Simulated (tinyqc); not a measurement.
UHF in the sto-3g basis, for NH3+, spin multiplicity 2, step by step (part 2 of 3). This run ends on a higher stationary point, not on the lowest solution. Computed by tinyqc, a small Python program that keeps every step (integrals from PySCF). Command: `OMP_NUM_THREADS=1 python tinyqc.py 26275 26276 out.jsonl` (the two numbers bound the seeds that draw the settings). One thread of a shared host (Intel(R) Xeon(R) Processor @ 2.60GHz), about 0.1 s of CPU time with the checks.

Geometry (angstrom):
```
atom         x         y        z
N      0.00000   0.00000  0.08700
H      0.99500   0.00000  0.00000
H     -0.49700   0.86100  0.00000
H     -0.49700  -0.86100  0.00000
```

## Iteration 1: diagonalisation and new density

F(alpha) (hartree), lower triangle:
```
            1N 1s     1N 2s    1N 2px    1N 2py    1N 2pz     2H 1s     3H 1s     4H 1s
1N 1s   -17.61132
1N 2s    -4.20571  -2.73780
1N 2px    0.34925   0.13059  -0.94714
1N 2py   -0.00046  -0.01920   0.07741  -1.33391
1N 2pz   -0.01247  -0.02046  -0.03007  -0.09031  -1.03109
2H 1s    -0.95560  -1.10960  -0.44143  -0.01161   0.09389  -0.90175
3H 1s    -1.11859  -1.19221   0.33815  -0.60446  -0.05582  -0.43637  -1.01170
4H 1s    -1.16365  -1.12626   0.26900   0.58094  -0.01381  -0.42459  -0.39564  -0.85299
```

F(beta) (hartree), lower triangle:
```
            1N 1s     1N 2s    1N 2px    1N 2py    1N 2pz     2H 1s     3H 1s     4H 1s
1N 1s   -16.17705
1N 2s    -4.09867  -2.66155
1N 2px    0.12174   0.13918  -0.81081
1N 2py    0.24587  -0.03805  -0.05371  -1.16229
1N 2pz    0.01889  -0.02213  -0.04510  -0.07334  -0.99996
2H 1s    -0.90402  -1.08467  -0.44113   0.00488   0.09436  -0.82697
3H 1s    -0.99128  -1.15984   0.27711  -0.53585  -0.04898  -0.41396  -0.94538
4H 1s    -1.12786  -1.10024   0.26242   0.57586  -0.01425  -0.41440  -0.38038  -0.82954
```

X:
```
               1         2         3         4         5         6         7         8
1N 1s   -0.31464   0.00000  -0.00107   0.88523   0.41949   0.00005   0.00000   0.13748
1N 2s    1.49137   0.00000   0.00379  -0.02976   0.06506   0.00017   0.00000   0.42880
1N 2px  -0.00357   0.00000   1.07833   0.00012   0.00002   0.63301   0.00000  -0.00018
1N 2py   0.00000   1.07889   0.00000   0.00000   0.00000   0.00000   0.63300   0.00000
1N 2pz  -0.10691   0.00000  -0.00023  -0.44318   0.89375   0.00001   0.00000  -0.03078
2H 1s   -0.66653   0.00000  -1.04503  -0.13709  -0.06493   0.43641   0.00000   0.29796
3H 1s   -0.67209  -0.90403   0.51980  -0.13701  -0.06490  -0.21791   0.37772   0.29828
4H 1s   -0.67209   0.90403   0.51980  -0.13701  -0.06490  -0.21791  -0.37772   0.29828
```

Diagonalise F' = X^T F X, C = X C', fill 5 alpha and 4 beta electrons from the bottom; D(s) = C_occ C_occ^T. Each column has its largest component positive (the first on a tie).

F' = X^T F X (alpha) (hartree), lower triangle:
```
          1         2         3          4         5         6         7         8
1  -0.77237
2  -0.00085  -0.11758
3  -0.03140   0.08619  -0.19251
4   1.33463  -0.02723   0.21588  -13.11351
5   0.67100  -0.07544  -0.07445   -5.97536  -3.99531
6  -0.01217  -0.01325  -0.18431    0.23192   0.15903  -0.92495
7   0.00516  -0.34916   0.05429    0.06016  -0.05505   0.05870  -1.25447
8  -0.16800   0.04751   0.12452   -4.04593  -2.10551   0.11476  -0.03720  -2.94442
```

orbital energies (alpha) (hartree): MO1 -17.61930, MO2 -1.84249, MO3 -1.38361, MO4 -1.05089, MO5 -0.94729, MO6 -0.35713, MO7 -0.15250, MO8 0.03808

coefficients C (alpha):
```
             MO1       MO2       MO3       MO4       MO5       MO6       MO7       MO8
1N 1s    0.99839  -0.24831   0.02055   0.00870   0.00581  -0.13364   0.02284   0.01245
1N 2s    0.00714   1.04178  -0.11622  -0.04713   0.07064   1.12705  -0.13535  -0.13621
1N 2px  -0.02317  -0.06559  -0.14149   0.31633   0.79976   0.15302   0.76252   0.44059
1N 2py   0.00201   0.03472   0.87226  -0.15931   0.17481   0.08294  -0.40688   0.75781
1N 2pz   0.00049   0.02099   0.23045   0.94988  -0.12871  -0.06725  -0.14029  -0.10480
2H 1s    0.00170   0.00218   0.01213  -0.14353   0.21161  -0.94472  -0.83103  -0.43585
3H 1s   -0.00585   0.02014   0.13261   0.08037  -0.12095  -0.69250   1.06569  -0.43232
4H 1s   -0.00091  -0.05707  -0.07686   0.16767  -0.14382  -0.56317   0.03297   1.21040
```

F' = X^T F X (beta) (hartree), lower triangle:
```
          1         2         3          4         5         6         7         8
1  -0.51745
2  -0.12276  -0.01315
3   0.12836  -0.00512  -0.03114
4   0.97120   0.12535   0.04501  -12.05940
5   0.47836   0.00774  -0.16916   -5.45493  -3.70068
6   0.06304  -0.07518  -0.13041    0.10160   0.08575  -0.83776
7  -0.11801  -0.26433  -0.04405    0.21330   0.03166  -0.01257  -1.14202
8  -0.25242   0.07204   0.06978   -3.79867  -1.97744   0.08636   0.00582  -2.82892
```

orbital energies (beta) (hartree): MO1 -16.19371, MO2 -1.75177, MO3 -1.21824, MO4 -1.01121, MO5 -0.85414, MO6 -0.24229, MO7 0.04794, MO8 0.09291

coefficients C (beta):
```
             MO1       MO2       MO3       MO4       MO5       MO6       MO7       MO8
1N 1s    0.99203  -0.25254   0.04796   0.00248  -0.00536   0.14106   0.04926   0.07030
1N 2s    0.04144   0.98916  -0.08919  -0.07806  -0.00128  -1.05712  -0.29161  -0.46522
1N 2px  -0.00454  -0.11851   0.18049   0.12593   0.76809   0.20498  -0.90983  -0.20309
1N 2py  -0.01826   0.15048   0.79567  -0.27025  -0.02443  -0.24168  -0.16728   0.86522
1N 2pz  -0.00278   0.04214   0.32591   0.93105  -0.00182  -0.01667   0.17957   0.01373
2H 1s   -0.01844   0.03939  -0.11816  -0.11598   0.34863   0.37416   1.17568   0.40686
3H 1s   -0.00714   0.02936   0.12132   0.08532  -0.14456   1.16340  -0.14995  -0.64922
4H 1s   -0.01283  -0.03722  -0.15827   0.23310   0.01230   0.46800  -0.58932   1.09264
```

D(alpha) after iteration 1, lower triangle:
```
           1N 1s     1N 2s    1N 2px    1N 2py    1N 2pz     2H 1s    3H 1s    4H 1s
1N 1s    1.05897
1N 2s   -0.25394   1.10607
1N 2px  -0.00236  -0.01047   0.76455
1N 2py   0.01094  -0.04533  -0.03632   0.81798
1N 2pz   0.00753  -0.05877   0.16354   0.02792   0.97239
2H 1s    0.00138   0.02259   0.12193   0.07052  -0.16073   0.06553
3H 1s   -0.00811  -0.00681  -0.09126   0.08241   0.12289  -0.03549  0.03911
4H 1s    0.01231  -0.06859  -0.04734  -0.12088   0.15887  -0.05556  0.01953  0.05796
```

D(beta) after iteration 1, lower triangle:
```
           1N 1s     1N 2s    1N 2px    1N 2py    1N 2pz     2H 1s     3H 1s    4H 1s
1N 1s    1.05021
1N 2s   -0.21317   0.99421
1N 2px   0.03439  -0.14335   0.06250
1N 2py  -0.01863   0.09822   0.09182   0.72910
1N 2pz   0.00454  -0.06017   0.17109   0.01409   0.97486
2H 1s   -0.03420   0.05779  -0.04052  -0.05641  -0.14478   0.02930
3H 1s   -0.00846   0.01127   0.02919   0.07802   0.12023  -0.02294   0.02291
4H 1s   -0.01035  -0.04143   0.00526  -0.19429   0.16391  -0.00956  -0.00031  0.08093
```

## Iteration 2: building the Fock matrix

core Hamiltonian H = T + V (hartree), lower triangle:
```
            1N 1s     1N 2s    1N 2px    1N 2py    1N 2pz     2H 1s     3H 1s     4H 1s
1N 1s   -25.78556
1N 2s    -5.93515  -7.81069
1N 2px    0.00003   0.00021  -6.52826
1N 2py    0.00000   0.00000   0.00000  -6.52853
1N 2pz    0.00426   0.04852  -0.00003   0.00000  -6.33178
2H 1s    -1.53292  -3.39028  -2.52878   0.00000   0.23442  -4.67424
3H 1s    -1.53599  -3.39464   1.26533  -2.19199   0.23481  -1.13117  -4.67703
4H 1s    -1.53599  -3.39464   1.26533   2.19199   0.23481  -1.13117  -1.13246  -4.67703
```

nuclear repulsion = 12.0541176 hartree

Given earlier and not repeated: Two-electron integrals (ij|kl) in chemists' order.

J_ij = sum D_kl (ij|kl) with D = D(alpha) + D(beta), K_ij = sum D_kl (ik|jl) for each spin; F = H + J - K(s); E = tr D H + tr D J / 2 - 0.5 sum_s tr D(s) K(s) + E_nn.

Coulomb J (hartree), lower triangle:
```
           1N 1s     1N 2s    1N 2px    1N 2py    1N 2pz    2H 1s    3H 1s    4H 1s
1N 1s   14.80130
1N 2s    2.75422   6.75091
1N 2px  -0.00856  -0.04575   6.69806
1N 2py   0.00003  -0.00521   0.00812   6.76795
1N 2pz  -0.00306  -0.01543   0.01445   0.00252   6.76647
2H 1s    0.70996   2.85492   2.27790   0.00004  -0.20442  4.27828
3H 1s    0.71285   2.89027  -1.17367   2.02224  -0.21022  0.93534  4.36719
4H 1s    0.71291   2.90113  -1.18291  -2.03898  -0.21208  0.93741  0.94407  4.41325
```

exchange K(alpha) (hartree), lower triangle:
```
           1N 1s     1N 2s    1N 2px    1N 2py    1N 2pz    2H 1s    3H 1s    4H 1s
1N 1s    4.27029
1N 2s    0.72874   1.21121
1N 2px  -0.00275  -0.00080   0.96223
1N 2py   0.00001  -0.01090  -0.01261   0.97488
1N 2pz   0.00051  -0.00707   0.04222   0.01127   0.98416
2H 1s    0.19752   0.53103   0.38883   0.00912  -0.05516  0.48371
3H 1s    0.19581   0.52436  -0.20565   0.32349  -0.00845  0.15831  0.45790
4H 1s    0.19719   0.51729  -0.19009  -0.33705  -0.00692  0.14730  0.15867  0.45274
```

exchange K(beta) (hartree), lower triangle:
```
           1N 1s     1N 2s    1N 2px    1N 2py    1N 2pz    2H 1s    3H 1s    4H 1s
1N 1s    4.24148
1N 2s    0.70370   1.04933
1N 2px  -0.00621  -0.10998   0.27498
1N 2py  -0.00283   0.01757   0.07452   0.90314
1N 2pz  -0.00058  -0.00370   0.05151   0.00515   0.94146
2H 1s    0.17768   0.39286   0.03151   0.01757  -0.04305  0.20127
3H 1s    0.18701   0.47635  -0.07440   0.29504  -0.00944  0.17555  0.37366
4H 1s    0.18740   0.48071  -0.13101  -0.34914  -0.00385  0.16771  0.12102  0.45697
```

F(alpha) (hartree), lower triangle:
```
            1N 1s     1N 2s    1N 2px    1N 2py    1N 2pz     2H 1s     3H 1s     4H 1s
1N 1s   -15.25456
1N 2s    -3.90967  -2.27099
1N 2px   -0.00579  -0.04475  -0.79244
1N 2py    0.00002   0.00569   0.02073  -0.73545
1N 2pz    0.00068   0.04016  -0.02780  -0.00875  -0.54948
2H 1s    -1.02048  -1.06639  -0.63971  -0.00908   0.08516  -0.87967
3H 1s    -1.01895  -1.02873   0.29731  -0.49324   0.03304  -0.35414  -0.76774
4H 1s    -1.02027  -1.01080   0.27250   0.49005   0.02965  -0.34106  -0.34707  -0.71651
```

F(beta) (hartree), lower triangle:
```
            1N 1s     1N 2s    1N 2px    1N 2py    1N 2pz     2H 1s     3H 1s     4H 1s
1N 1s   -15.22574
1N 2s    -3.88463  -2.10911
1N 2px   -0.00233   0.06443  -0.10519
1N 2py    0.00287  -0.02277  -0.06640  -0.66371
1N 2pz    0.00177   0.03679  -0.03709  -0.00263  -0.50678
2H 1s    -1.00065  -0.92822  -0.28238  -0.01753   0.07304  -0.59724
3H 1s    -1.01015  -0.98071   0.16606  -0.46479   0.03404  -0.37138  -0.68351
4H 1s    -1.01048  -0.97421   0.21343   0.50215   0.02658  -0.36147  -0.30941  -0.72074
```

total energy of this density = -54.5148902 hartree

## Iteration 2: diagonalisation and new density

As before.

F' = X^T F X (alpha) (hartree), lower triangle:
```
          1         2         3          4         5         6         7         8
1   0.03067
2   0.00488   0.41630
3  -0.03597   0.02019   0.36518
4   0.99265  -0.00231   0.03033  -11.20601
5   0.48575  -0.01313  -0.08054   -5.30083  -3.18411
6  -0.00212  -0.00850  -0.03345    0.00796   0.00637  -0.96693
7   0.01697  -0.07048   0.02431    0.00683  -0.00172   0.01423  -0.87761
8  -0.10436   0.02320   0.02395   -3.68780  -1.85424  -0.05365  -0.01072  -2.61167
```

orbital energies (alpha) (hartree): MO1 -15.26398, MO2 -1.39662, MO3 -0.96427, MO4 -0.87968, MO5 -0.55549, MO6 0.21960, MO7 0.37625, MO8 0.43001

coefficients C (alpha):
```
             MO1       MO2       MO3       MO4       MO5       MO6       MO7       MO8
1N 1s    0.99260  -0.23485   0.02859   0.01036  -0.01570  -0.18343   0.04524   0.01535
1N 2s    0.03562   0.81051  -0.10455  -0.04908   0.06562   1.27447  -0.31439  -0.11925
1N 2px   0.00050   0.07004   0.64915   0.09462   0.10054   0.27502   0.92905   0.42353
1N 2py   0.00002  -0.00859  -0.11360   0.68150   0.00452   0.00622  -0.42564   0.95186
1N 2pz  -0.00093  -0.03766   0.00109   0.01212   0.99335  -0.12273  -0.05348  -0.03672
2H 1s   -0.00722   0.18348   0.38667   0.10328  -0.10304  -0.97560  -0.74670  -0.35318
3H 1s   -0.00720   0.11035  -0.27333   0.28613   0.03165  -0.56618   1.02493  -0.54811
4H 1s   -0.00709   0.08168  -0.14209  -0.35574   0.05409  -0.59884   0.24516   1.12525
```

F' = X^T F X (beta) (hartree), lower triangle:
```
          1         2         3          4         5         6         7         8
1   0.10310
2  -0.02545   0.47173
3   0.00155  -0.01728   0.53708
4   0.98168   0.00773   0.02460  -11.17959
5   0.48678  -0.00839  -0.08015   -5.30680  -3.14325
6   0.03652  -0.02403   0.18644   -0.01014  -0.00526  -0.37326
7  -0.04114  -0.02578  -0.02958   -0.00143  -0.00074  -0.05263  -0.84038
8  -0.04426  -0.00831   0.02640   -3.69446  -1.85391   0.05074  -0.00016  -2.48576
```

orbital energies (beta) (hartree): MO1 -15.23430, MO2 -1.24557, MO3 -0.84813, MO4 -0.51304, MO5 -0.40111, MO6 0.27452, MO7 0.47175, MO8 0.58556

coefficients C (beta):
```
             MO1       MO2       MO3       MO4       MO5       MO6       MO7       MO8
1N 1s    0.99298  -0.22996  -0.00416  -0.01315  -0.00838  -0.19432   0.02323  -0.00720
1N 2s    0.03427   0.78391   0.03716   0.05327   0.00429   1.32996  -0.15367   0.02935
1N 2px   0.00054  -0.05098   0.07627   0.03417   0.41161   0.02179   0.19982   1.15936
1N 2py  -0.00020   0.01974   0.65239   0.01648  -0.04145   0.09453   1.04118  -0.20905
1N 2pz  -0.00102  -0.03771  -0.00069   0.98678   0.13381  -0.09401  -0.01541  -0.07369
2H 1s   -0.00812   0.12341   0.01332  -0.15642   0.65227  -0.71462  -0.10268  -0.92302
3H 1s   -0.00687   0.15148   0.30946   0.06937  -0.32685  -0.85207  -0.71884   0.60672
4H 1s   -0.00706   0.15338  -0.40123   0.08006  -0.21040  -0.62152   1.06275   0.30051
```

D(alpha) after iteration 2, lower triangle:
```
           1N 1s     1N 2s    1N 2px    1N 2py    1N 2pz     2H 1s     3H 1s    4H 1s
1N 1s    1.04158
1N 2s   -0.15952   0.67585
1N 2px   0.00201  -0.00913   0.44537
1N 2py   0.00578  -0.02823  -0.00941   0.47744
1N 2pz  -0.00752   0.03392   0.09909   0.01295   0.98830
2H 1s   -0.03652   0.09619   0.26327   0.02442  -0.10758   0.20451
3H 1s   -0.03841   0.10580  -0.13945   0.22524   0.03046  -0.05910   0.16981
4H 1s   -0.03482   0.10182  -0.11474  -0.22675   0.04620  -0.08222  -0.05217  0.15639
```

D(beta) after iteration 2, lower triangle:
```
           1N 1s     1N 2s    1N 2px    1N 2py    1N 2pz    2H 1s     3H 1s    4H 1s
1N 1s    1.03908
1N 2s   -0.14709   0.61991
1N 2px   0.01149  -0.03529   0.00958
1N 2py  -0.00767   0.04059   0.04932   0.42628
1N 2pz  -0.00531   0.02295   0.03559   0.01507   0.97517
2H 1s   -0.03444   0.08862  -0.01062   0.00855  -0.15900  0.03994
3H 1s   -0.04386   0.13370   0.01825   0.20602   0.06253  0.01202   0.12357
4H 1s   -0.04167   0.10935  -0.03569  -0.25741   0.07351  0.00112  -0.09533  0.19097
```

## Iteration 25 (converged): orbitals

converged F(alpha) (hartree), lower triangle:
```
            1N 1s     1N 2s    1N 2px    1N 2py    1N 2pz     2H 1s     3H 1s     4H 1s
1N 1s   -15.79922
1N 2s    -4.01930  -2.43466
1N 2px   -0.00369  -0.01348  -0.91592
1N 2py    0.00000   0.00000  -0.00001  -0.86133
1N 2pz    0.00648   0.03686  -0.00253   0.00000  -0.79954
2H 1s    -1.04503  -1.15857  -0.72232   0.00000   0.07417  -1.06626
3H 1s    -1.04632  -1.12546   0.32818  -0.56994   0.07051  -0.38640  -0.91435
4H 1s    -1.04632  -1.12548   0.32820   0.56997   0.07051  -0.38640  -0.37859  -0.91443
```

converged F(beta) (hartree), lower triangle:
```
            1N 1s     1N 2s    1N 2px    1N 2py    1N 2pz     2H 1s     3H 1s     4H 1s
1N 1s   -15.79221
1N 2s    -4.00213  -2.32698
1N 2px   -0.00279  -0.01443  -0.33440
1N 2py    0.00000   0.00001   0.00010  -0.84331
1N 2pz    0.00627   0.03730   0.00025   0.00000  -0.77688
2H 1s    -1.03530  -1.03879  -0.37313   0.00005   0.06738  -0.67149
3H 1s    -1.04029  -1.07175   0.18352  -0.55335   0.06759  -0.41415  -0.81714
4H 1s    -1.04029  -1.07174   0.18343   0.55330   0.06758  -0.41419  -0.32505  -0.81708
```

As before.

F' = X^T F X (alpha) (hartree), lower triangle:
```
          1         2         3          4         5         6         7         8
1  -0.03873
2   0.00001   0.34525
3  -0.03306  -0.00001   0.27537
4   1.04764   0.00001  -0.00891  -11.67040
5   0.48328   0.00000  -0.00985   -5.40686  -3.48657
6   0.04061   0.00001   0.00226    0.01272   0.00419  -1.12605
7  -0.00002  -0.03453   0.00001   -0.00001   0.00000  -0.00002  -1.04310
8  -0.07802  -0.00002   0.03802   -3.77303  -1.87856  -0.04425   0.00002  -2.81707
```

orbital energies (alpha) (hartree): MO1 -15.80741, MO2 -1.56166, MO3 -1.12543, MO4 -1.04396, MO5 -0.79875, MO6 0.14084, MO7 0.28895, MO8 0.34611

coefficients C (alpha):
```
             MO1       MO2       MO3       MO4       MO5       MO6       MO7       MO8
1N 1s    0.99322  -0.22889   0.02558  -0.00001  -0.02187  -0.18620   0.05313  -0.00003
1N 2s    0.03281   0.77893  -0.11478   0.00007   0.10611   1.27898  -0.38098   0.00019
1N 2px   0.00032   0.03076   0.62955  -0.00014   0.00718   0.34138   1.02452  -0.00032
1N 2py   0.00000  -0.00001   0.00013   0.65961   0.00000  -0.00007   0.00036   1.06283
1N 2pz  -0.00123  -0.04229   0.00762   0.00000   0.99443  -0.12581   0.03165  -0.00002
2H 1s   -0.00680   0.19688   0.45382  -0.00010  -0.03004  -0.99013  -0.78268   0.00021
3H 1s   -0.00663   0.11885  -0.19935   0.35517  -0.02107  -0.55636   0.71897  -0.91341
4H 1s   -0.00663   0.11888  -0.19951  -0.35511  -0.02108  -0.55645   0.71957   0.91287
```

F' = X^T F X (beta) (hartree), lower triangle:
```
          1         2         3          4         5         6         7         8
1   0.00143
2   0.00001   0.37283
3  -0.02960   0.00001   0.41251
4   1.06036   0.00000   0.00962  -11.65506
5   0.49701   0.00000   0.00116   -5.41052  -3.46512
6  -0.00667   0.00002   0.06595   -0.00429  -0.00158  -0.52019
7   0.00001  -0.05758   0.00002    0.00000   0.00000   0.00010  -1.00750
8  -0.09306   0.00002  -0.04069   -3.79919  -1.88650   0.00740   0.00000  -2.68298
```

orbital energies (beta) (hartree): MO1 -15.79965, MO2 -1.43830, MO3 -1.00990, MO4 -0.77531, MO5 -0.52481, MO6 0.20884, MO7 0.37522, MO8 0.41981

coefficients C (beta):
```
             MO1       MO2       MO3       MO4       MO5       MO6       MO7       MO8
1N 1s    0.99356  -0.23358   0.00000  -0.02148  -0.00442  -0.18680  -0.00001   0.02026
1N 2s    0.03141   0.81753  -0.00001   0.10016   0.02246   1.31057   0.00009  -0.12532
1N 2px   0.00049   0.02181  -0.00013   0.00199   0.55646   0.08253  -0.00019   1.11650
1N 2py   0.00000  -0.00001   0.67734   0.00000   0.00011  -0.00004   1.05162   0.00021
1N 2pz  -0.00121  -0.05060   0.00000   0.99514  -0.00006  -0.12096  -0.00001   0.00828
2H 1s   -0.00703   0.09449  -0.00007  -0.02165   0.50143  -0.82071   0.00015  -0.95087
3H 1s   -0.00637   0.14014   0.33983  -0.01632  -0.25990  -0.69394  -0.91910   0.55858
4H 1s   -0.00637   0.14012  -0.33973  -0.01632  -0.26008  -0.69402   0.91883   0.55890
```

D(alpha) after iteration 25, lower triangle:
```
           1N 1s     1N 2s    1N 2px    1N 2py    1N 2pz     2H 1s     3H 1s    4H 1s
1N 1s    1.04001
1N 2s   -0.15096   0.63224
1N 2px   0.00922  -0.04753   0.39734
1N 2py   0.00000   0.00002  -0.00001   0.43509
1N 2pz  -0.01310   0.07166   0.01063   0.00000   0.99075
2H 1s   -0.03955   0.09786   0.29154  -0.00001  -0.03474   0.24566
3H 1s   -0.03843   0.11302  -0.12205   0.23424  -0.02749  -0.06643   0.18050
4H 1s   -0.03843   0.11302  -0.12205  -0.23426  -0.02750  -0.06642  -0.07174  0.18053
```

D(beta) after iteration 25, lower triangle:
```
           1N 1s     1N 2s    1N 2px    1N 2py    1N 2pz    2H 1s     3H 1s    4H 1s
1N 1s    1.04218
1N 2s   -0.16190   0.67938
1N 2px  -0.00465   0.01805   0.00048
1N 2py   0.00000  -0.00002  -0.00009   0.45879
1N 2pz  -0.01076   0.05827   0.00088   0.00000   0.99287
2H 1s   -0.02859   0.07486   0.00201  -0.00005  -0.02632  0.00945
3H 1s   -0.03871   0.11273   0.00298   0.23017  -0.02332  0.01361   0.13543
4H 1s   -0.03871   0.11272   0.00307  -0.23012  -0.02332  0.01366  -0.09551  0.13536
```
